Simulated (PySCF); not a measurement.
## Structure elucidation problem

An unknown has the formula C5H3N. Its calculated NMR data are:

1H NMR (400 MHz, computed): δ 6.18 (s, 2H), 5.56 (s, 1H).

13C{1H} NMR (computed): δ 200.3 (C), 180.9 (C), 119.7 (C), 115.1 (CH2), 86.9 (CH).

Computational details: structure optimised with GFN2-xTB, σ from GIAO-PBE0/pcSseg-1, in PySCF 2.14 (one computed conformer, isolated molecule, non-relativistic, rapidly exchanging positions averaged).

References, each an isolated molecule treated in the same way: TMS for 1H (31.72 ppm), 13C (186.93 ppm).

Q: What is the structure?

A: 
Rings plus π bonds: 5 (no ring in the answer). 5 carbon signals for 5 carbons: no two carbons are equivalent. Carbon types of the structure: 3 × C, 1 × CH, 1 × CH2, which accounts for all hydrogens. δC 200.3, 180.9: central carbon of an allene. δC 119.7: nitrile carbon; this is the usual window of a C≡N carbon, which has no attached hydrogen. δC 115.1, 86.9: terminal carbon of a cumulated C=C=C unit. δH 6.18, 5.56: hydrogen on a terminal carbon of a cumulated C=C=C unit; attached to an sp2 carbon and in the plane of the double bond.

Structure: `C=C=C=CC#N`.

The data come from this structure; uniqueness wasn't tested.

Shifts are as computed. Against solution values, carbons near 30 ppm lie about +3 ppm off and those near 130 ppm about +5 ppm (rms about the fit 2.1 ppm; single classes can miss by 10 ppm). Of 1328 compounds with measured shifts, 309 miss one by over three times the rms of a fit or turn the order of signals round; such compounds aren't used in these exercises. Signals without a measured value on file couldn't be tested in this way; 1H shifts scatter by 0.2 ppm about their fit, and single ones miss by 0.5 ppm. Multiplicities follow the n + 1 count of equivalent neighbours, as no J values were calculated; m marks all less simple cases, F and P coupling included.
